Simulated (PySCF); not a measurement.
ethanethial, C₂H₄S, SMILES CC=S, point group Cs.

Level: PBE0/pcSseg-1 in PySCF (density fitting, grid level 2); geometry and Hessian at that level, cubic constants and property derivatives from steps of ±0.6 along each species' dimensionless normal coordinates, second-order vibrational perturbation theory. The parent has the commonest isotopes.

Equilibrium geometry (Å):

```tsv
atom	x	y	z
C1	-0.6714	-0.0145	-0.0626
C2	0.8080	-0.0455	0.0489
S3	1.8062	1.2261	-0.0247
H4	-1.0497	1.0005	-0.2068
H5	-1.1210	-0.4504	0.8410
H6	-0.9940	-0.6503	-0.8994
H7	1.2353	-1.0463	0.1953
```

(1) Give the equilibrium and ground-state rotational constants (MHz) of parent; ²H at 5; ²H at 4; ²H at 4, ²H at 5; ²H at 7; ³³S at 3; ¹³C at 2, ²H at 5.

(2) How is the parent's vibrational correction B0 − Be made up?

(3) And its quartic centrifugal distortion constants from the harmonic force field?

A mode lies under 250 cm⁻¹, where this perturbation treatment is rough. Internal rotors are held in one well.

Results:

(1) 
```json
{"species": "parent", "Ae": "49512", "Be": "5735.5", "Ce": "5307.9", "A0": "49128", "B0": "5710", "C0": "5280.2", "Δ0 (u Å²)": "-3.082", "harmonic ZPE (cm⁻¹)": "11786"}
{"species": "²H at 5", "Ae": "46259", "Be": "5361.8", "Ce": "5021.8", "A0": "45990", "B0": "5335.9", "C0": "4994.3", "Δ0 (u Å²)": "-4.510", "harmonic ZPE (cm⁻¹)": "11112"}
{"species": "²H at 4", "Ae": "42420", "Be": "5579.9", "Ce": "5085.5", "A0": "42092", "B0": "5555.8", "C0": "5060", "Δ0 (u Å²)": "-3.093", "harmonic ZPE (cm⁻¹)": "11086"}
{"species": "²H at 4, ²H at 5", "Ae": "39971", "Be": "5232.4", "Ce": "4827.6", "A0": "39722", "B0": "5207.9", "C0": "4802.1", "Δ0 (u Å²)": "-4.523", "harmonic ZPE (cm⁻¹)": "10406"}
{"species": "²H at 7", "Ae": "39680", "Be": "5713", "Ce": "5152.3", "A0": "39389", "B0": "5688.4", "C0": "5124.9", "Δ0 (u Å²)": "-3.061", "harmonic ZPE (cm⁻¹)": "11109"}
{"species": "³³S at 3", "Ae": "49459", "Be": "5667.6", "Ce": "5249.1", "A0": "49075", "B0": "5642.5", "C0": "5221.8", "Δ0 (u Å²)": "-3.082", "harmonic ZPE (cm⁻¹)": "11782"}
{"species": "¹³C at 2, ²H at 5", "Ae": "45195", "Be": "5351.8", "Ce": "5000.3", "A0": "44939", "B0": "5326.5", "C0": "4973.2", "Δ0 (u Å²)": "-4.506", "harmonic ZPE (cm⁻¹)": "11070"}
```

Δ0 = Ic − Ia − Ib from the ground-state constants.

(2) 
```csv
axis,harmonic,Coriolis,cubic,total (MHz)
a,271,-328,-327,-384
b,8.26,-4.41,-29.3,-25.5
c,5.12,-2.54,-30.3,-27.7
```

(3) Asymmetric top, A reduction, Ir representation: ΔJ = 2.42 kHz, ΔJK = -25.1 kHz, ΔK = 842 kHz, δJ = 0.326 kHz, δK = -15.9 kHz.
